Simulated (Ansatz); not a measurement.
A made-up structure of AlNH3S, doublet:

```
atom    x (Å)    y (Å)    z (Å)
  N1  -1.4430   0.0219  -0.3059
 Al2   0.3067   0.3612  -0.4893
  S3   1.6279  -0.0824   1.1897
  H4  -1.9933  -0.7912  -0.5618
  H5   2.9842  -0.1816   1.1710
  H6   0.6417  -0.6345   1.9180
```

It is relaxed with PBE-D4/def2-SVP and then PBE0-D4/def2-TZVP (Ansatz 0.2.0). Atoms count as bonded within 1.22 times the sum of their covalent radii (H–H: 0.88 Å). The end point is not checked to be a true minimum.

Question: Does its bonding change? (A judgement: the text doesn't fix the answer.)

Answer: By the calculation: Yes. Formed: N1–H6; broken: S3–H6.

Where it ends: The first stage lowers the energy by 4.59 eV in 28 steps. It ends as AlNH₃S ([NH2][Al][SH]):
N1  (-0.723, -0.478, 0.198)
Al2  (0.560, 0.624, -0.331)
S3  (2.491, 0.590, 0.742)
H4  (-1.631, -0.531, -0.233)
H5  (2.087, -0.379, 1.584)
H6  (-0.660, -1.133, 0.962)
(Å)

Labels in which every atom is bracketed show which atoms are joined, not bond orders.

For scale, one of the runs: PBE0-D4/def2-TZVP relaxation, 123 basis functions, launched by `ansatz run in.yaml --threads 2 --pin off --events-out ev --progress --plain --max-ram 4352MiB`. Hardware: 2 CPU threads of an Arm Neoverse V1, shared host. Wall time about 32 s.
